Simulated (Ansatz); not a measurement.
Input:

```yaml
crystal:
  periodic: [false, false, false]
  atoms:
    - { symbol: B, position_ang: [0.0, 0.0, 0.0] }
    - { symbol: F, position_ang: [0.0, 0.0, 1.67] }
    - { symbol: H, position_ang: [1.0305, 0.0, -0.595] }
    - { symbol: H, position_ang: [-1.0305, 0.0, -0.595] }
    - { symbol: Si, position_ang: [0.094, -2.1331, 0.7095] }
    - { symbol: H, position_ang: [-0.6959, -2.9783, -0.1812] }
    - { symbol: H, position_ang: [1.4817, -2.5871, 0.7061] }
    - { symbol: H, position_ang: [-0.4425, -2.2202, 2.0645] }
    - { symbol: H, position_ang: [0.047, -1.0657, 1.6785] }
basis:
  gaussian: { orbitals: def2-SVP }
hamiltonian:
  xc: b3lyp
relax:
  f_tol: 0.15
  max_steps: 25
  restrain:
    - { distance: [0, 4], at: 3.15, k: 30.0 }
    - { distance: [8, 1], at: 2.12, k: 30.0 }
    - { distance: [0, 1], at: 1.32, k: 30.0 }
    - { distance: [8, 4], at: 1.46, k: 30.0 }
```

Run as:

```bash
$ ansatz run input.yaml --threads 1 --pin off --max-ram 2048MiB --backend cpu --events-out ev --progress --plain --runs-dir out
```

Hardware: 1 thread of Arm Neoverse V1 (shared host).

**Question.** Roughly how long does this run take, and how much memory?

**Answer.** 26 s, with a peak of 0.16 GiB, for 9 ionic steps.
